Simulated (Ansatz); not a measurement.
# N2 (SMILES N#N): levels of theory compared

Aim: a comparison of 6 runs (HF/STO-3G, B3LYP/6-31G, B3LYP/6-31G*, PBE0/def2-SVP, wPBEh-D4/cc-pV(D+d)Z, BCCD(T)/cc-pV(T+d)Z) of N2. 

The results are computed with Ansatz 0.2.0.

11 further runs of the same task are left out: 2 that didn't finish, 9 set aside as unsound or not needed.

### Step 1. Starting point

The species is N2 (2 atoms), meant as a singlet with charge 0. As SMILES, `N#N`. The coordinates come from a PBE0-D4/def2-TZVP relaxation.

Bond lengths: N1–N2 1.090 Å.

### Step 2. Energy and gradient at HF/STO-3G (run 1)

run.yaml

```yaml
crystal:
  periodic: [false, false, false]
  atoms:
    - {symbol: "N", position_ang: [0.465500, -0.150300, 0.239800]}
    - {symbol: "N", position_ang: [-0.465500, 0.150300, -0.239800]}
basis:
  gaussian:
    orbitals: STO-3G
output:
  forces: true
  orbitals: {seedname: orbitals}
hamiltonian:
  xc: hf
accuracy: high
total_charge: 0
```

Launch:

```
ansatz run run.yaml --threads 1 --pin off --max-ram 2610MiB --events-out events.jsonl --progress --plain --runs-dir runs
```

What it wrote:

```text
Warning: RAYON_NUM_THREADS=1 ignored (pool sized by the plan → 1); use --threads N
Functional definition: HF
  name "HF"
  exchange = exact_x
  correlation = 0
150 factors; integrals over basis functions are off by at most 1.5e-8 eV
mean field evaluation 1: about -2925.0398 eV, gradient 2.8e0 eV
mean field evaluation 2: about -2925.0412 eV, gradient 2.8e0 eV
mean field evaluation 4: about -2925.0439 eV, gradient 1.7e-1 eV
mean field evaluation 8: about -2925.0439 eV, gradient 1.1e-8 eV
mean field -2925.04389095 eV, -107.4933803264 hartree, gradient 7.2e-8 eV, S^2 0.000000; 0 other end points of the search recorded, 0 dependent functions left out
the calculation of the forces begins
reference -2925.04389095 eV, -107.4933803264 hartree; 7, 7 occupied and 3, 3 virtual orbitals, 150 factors
Total energy: -2925.04389095 eV, -107.4933803264 hartree
Atom 0 at     0.465500    -0.150300     0.239800 Å, force     8.004158    -2.584372     4.123302 eV/Å
Atom 1 at    -0.465500     0.150300    -0.239800 Å, force    -8.004158     2.584372    -4.123302 eV/Å
Dipole moment:    -0.000000    -0.000000    -0.000000 e Å
```

Wall time 0.08 s (1 thread of Intel Xeon Platinum 8488C (Sapphire Rapids), shared host).

### Step 3. Energy and forces at B3LYP/6-31G (run 2)

molecule.yaml

```yaml
crystal:
  periodic: [false, false, false]
  atoms:
    - {symbol: "N", position_ang: [0.465500, -0.150300, 0.239800]}
    - {symbol: N, position_ang: [-0.465500, 0.150300, -0.239800]}
basis:
  gaussian:
    orbitals: 6-31G
hamiltonian:
  xc: {name: B3LYP}
accuracy: high
output:
  forces: true
  orbitals: {seedname: orbitals}
```

Launch:

```
ansatz run molecule.yaml --threads 1 --pin off --max-ram 2610MiB --events-out events.jsonl --progress --plain --runs-dir runs
```

What it wrote, cut to the lines that bear on the results:

```text
Warning: RAYON_NUM_THREADS=1 ignored (pool sized by the plan → 1); use --threads N
Functional definition: B3LYP
  name "B3LYP"
[...]
409 factors; integrals over basis functions are off by at most 3.4e-9 eV
[...]
mean field -2978.79534738 eV, -109.4687099161 hartree, gradient 4.4e-8 eV, S^2 0.000000; 0 other end points of the search recorded, 0 dependent functions left out
[...]
reference -2978.79536692 eV, -109.4687106342 hartree; 7, 7 occupied and 11, 11 virtual orbitals, 409 factors
Total energy: -2978.79536692 eV, -109.4687106342 hartree
Atom 0 at     0.465500    -0.150300     0.239800 Å, force     3.893620    -1.257167     2.005779 eV/Å
Atom 1 at    -0.465500     0.150300    -0.239800 Å, force    -3.893620     1.257167    -2.005779 eV/Å
Dipole moment:     0.000000     0.000000     0.000000 e Å
```

Wall time 0.51 s (1 thread of Intel Xeon Platinum 8488C (Sapphire Rapids), shared host).

### Step 4. Energy and forces at B3LYP/6-31G(d) (spherical functions) (run 3)

molecule.yaml

```yaml
crystal:
  periodic: [false, false, false]
  atoms:
    - symbol: "N"
      position_ang: [0.465500, -0.150300, 0.239800]
    - symbol: "N"
      position_ang: [-0.465500, 0.150300, -0.239800]
basis:
  gaussian:
    orbitals: 6-31G_st_-spherical.json
accuracy: high
hamiltonian:
  xc: {name: B3LYP}
output: {forces: true, orbitals: {seedname: orbitals}}
total_charge: 0
```

The basis set 6-31G* is read from a file made from the Basis Set Exchange's data (not shown).

Launch:

```
ansatz run molecule.yaml --threads 1 --pin off --max-ram 2610MiB --events-out events.jsonl --progress --plain --runs-dir runs
```

What it wrote, cut to the lines that bear on the results:

```text
Warning: RAYON_NUM_THREADS=1 ignored (pool sized by the plan → 1); use --threads N
[... 2 set-up lines as earlier in the session ...]
[...]
534 factors; integrals over basis functions are off by at most 8.4e-9 eV
[...]
mean field -2980.19052524 eV, -109.5199817569 hartree, gradient 2.1e-8 eV, S^2 0.000000; 0 other end points of the search recorded, 0 dependent functions left out
[...]
reference -2980.19054433 eV, -109.5199824585 hartree; 7, 7 occupied and 21, 21 virtual orbitals, 534 factors
Total energy: -2980.19054433 eV, -109.5199824585 hartree
Atom 0 at     0.465500    -0.150300     0.239800 Å, force     2.213790    -0.714785     1.140423 eV/Å
Atom 1 at    -0.465500     0.150300    -0.239800 Å, force    -2.213790     0.714785    -1.140423 eV/Å
Dipole moment:    -0.000000    -0.000000    -0.000000 e Å
```

Run time: 0.65 s. Hardware: 1 thread of Intel Xeon Platinum 8488C (Sapphire Rapids), shared host.

Runs 4 to 5 aren't shown in full; the table further down has their settings and results.

### Step 5. A single-point energy at BCCD(T)/cc-pV(T+d)Z (density fitting with cc-pVTZ-jkfit) (run 6)

in.yaml

```yaml
crystal:
  periodic: [false, false, false]
  atoms:
    - {symbol: "N", position_ang: [0.465500, -0.150300, 0.239800]}
    - {symbol: N, position_ang: [-0.465500, 0.150300, -0.239800]}
basis:
  gaussian:
    orbitals: cc-pV_T+d_Z.json
    fitting: {mean_field: cc-pVTZ-jkfit}
hamiltonian:
  pseudopotentials: {relativity: none}
correlation:
  method: bccd_t
```

The basis set cc-pV(T+d)Z is read from a file made from the Basis Set Exchange's data (not shown).

Launch:

```
ansatz run in.yaml --threads 1 --pin off --max-ram 2610MiB --events-out events.jsonl --progress --plain --runs-dir runs
```

What it wrote, cut to the lines that bear on the results:

```text
Warning: RAYON_NUM_THREADS=1 ignored (pool sized by the plan → 1); use --threads N
[... 2 set-up lines as earlier in the session ...]
[...]
158 factors; integrals over basis functions are off by at most 5.5e-1 eV
[...]
mean field -2965.62553832 eV, -108.9847283601 hartree, gradient 4.3e-6 eV, S^2 0.000000; 0 other end points of the search recorded, 0 dependent functions left out
2 core orbitals not correlated: weight in the atoms' cores, before any rotation towards them, 1.000 or more for the frozen orbitals, at most 0.000 for the correlated occupied ones
reference -2965.62553832 eV, -108.9847283601 hartree; 5, 5 occupied and 53, 53 virtual orbitals, 158 factors
second order -10.11490496 eV of doubles, -0.00000000 eV of singles
cycle   1  -9.66523630 eV  change    4.5e-1 eV  update   8.0e-2
[...]
cycle   9  -10.06919933 eV  change    3.2e-6 eV  update   1.2e-6
perturbative correction -0.52636741 eV, -0.0193436454 hartree
Total energy: -2976.22110506 eV, -109.3741082558 hartree
```

Run time: 0.63 s. Hardware: 1 thread of Intel Xeon Platinum 8488C (Sapphire Rapids), shared host.

### Step 6. All runs side by side

```
run                                                     level      task  accuracy  energy (Eh)  dipole moment (D)  HOMO energy (eV)  LUMO energy (eV)  wall time
  1                                                 HF/STO-3G  gradient      high  -107.493380               0.00            -14.74              7.75     0.08 s
  2                                               B3LYP/6-31G  gradient      high  -109.468711               0.00            -11.52             -0.75     0.51 s
  3                        B3LYP/6-31G* (spherical functions)  gradient      high  -109.519982               0.00            -11.59             -0.42     0.65 s
  4                                             PBE0/def2-SVP  gradient      high  -109.314929               0.00            -12.05             -0.23     0.89 s
  5                                      wPBEh-D4/cc-pV(D+d)Z    energy      high  -109.420329                  –            -11.38             -0.40     0.55 s
  6  BCCD(T)/cc-pV(T+d)Z (density fitting with cc-pVTZ-jkfit)    energy    medium  -109.374108                  –                 –                 –     0.63 s
```

### Step 7. Results

| quantity | value |
| --- | --- |
| run 6: total energy | -109.37411 Eh |
| run 6: correlation energy (2 core orbitals frozen) | -389.4 mEh |
| run 6: (T) correction | -19.34 mEh |

Over runs 1, 2, 3, 4, 5 the HOMO–LUMO gap runs from 10.77 eV (B3LYP/6-31G) to 22.49 eV (HF/STO-3G). The two ends differ in method and basis. Totals of different functionals can't be ranked against each other. In run 1 the basis is minimal, so the values are rough. All runs together took 3.3 s, the longest 0.89 s.
